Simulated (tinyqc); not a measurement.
Inside a calculation. Method: UHF in the sto-3g basis, for CH2, spin multiplicity 3. Computed by tinyqc, a small Python program that keeps every step (integrals from PySCF). Settings: charge = 0, multiplicity = 3, basis = sto-3g, energy threshold = 1e-10, iteration cap = 61, orthogonalisation = symmetric, start = core, DIIS depth = 0, damping = 0.7, method = UHF. Command: `OMP_NUM_THREADS=1 python tinyqc.py 21128 21129 out.jsonl` (the two numbers bound the seeds that draw the settings). One thread of a shared host (Intel(R) Xeon(R) Processor @ 2.60GHz), about 0.2 s of CPU time with the checks.

Geometry (angstrom):
```
atom         x          y         z
C     0.000000   0.000000  0.000000
H     0.000000   0.965000  0.693000
H     0.000000  -0.965000  0.693000
```

Stop when the energy changes by less than 1e-10 hartree and every element of the error matrix X^T (F D S - S D F) X (for each spin) is below 3e-06.

Course of the cycle:
```
iteration   E (hartree)     change  largest element of the error matrix
1          -36.90633504          -                             2.99e-01
2          -37.31826822  -4.12e-01                             2.30e-01
3          -37.62662545  -3.08e-01                             1.70e-01
4          -37.85253089  -2.26e-01                             1.23e-01
5          -38.01573507  -1.63e-01                             8.85e-02
6          -38.13254921  -1.17e-01                             6.30e-02
7          -38.21563364  -8.31e-02                             4.48e-02
8          -38.27447219  -5.88e-02                             3.19e-02
9          -38.31601537  -4.15e-02                             2.28e-02
10         -38.34528569  -2.93e-02                             1.64e-02
11         -38.36587861  -2.06e-02                             1.18e-02
12         -38.38035170  -1.45e-02                             9.50e-03
13         -38.39051632  -1.02e-02                             7.71e-03
14         -38.39765148  -7.14e-03                             6.26e-03
...                 ...        ...                                  ...
48         -38.41442714  -6.17e-08                             5.77e-05
49         -38.41442718  -4.60e-08                             5.24e-05
50         -38.41442722  -3.45e-08                             4.76e-05
51         -38.41442724  -2.61e-08                             4.33e-05
52         -38.41442726  -1.99e-08                             3.94e-05
53         -38.41442728  -1.53e-08                             3.58e-05
54         -38.41442729  -1.18e-08                             3.26e-05
55         -38.41442730  -9.16e-09                             2.96e-05
56         -38.41442731  -7.17e-09                             2.70e-05
57         -38.41442731  -5.65e-09                             2.47e-05
58         -38.41442732  -4.47e-09                             2.25e-05
59         -38.41442732  -3.56e-09                             2.05e-05
60         -38.41442732  -2.85e-09                             1.87e-05
61         -38.41442733  -2.29e-09                             1.71e-05
```

Can the last value be used, and what does the course show?

Not by the stop rule, although the second column moves by less than 1e-07 over the last three steps. Not converged within the cap of 61 iterations: the residual falls steadily but slowly, by a factor of about 0.91 a step. Reruns (cap 100 unless said): DIIS 8: converged in 10; damping 0.5: converged in 47; level shift 0.5: converged in 30; atomic densities as start, DIIS 8: converged in 10; the original settings with a cap of 400: converged in 80. PySCF UHF in the same basis, after a stability check = -38.41442734 hartree.
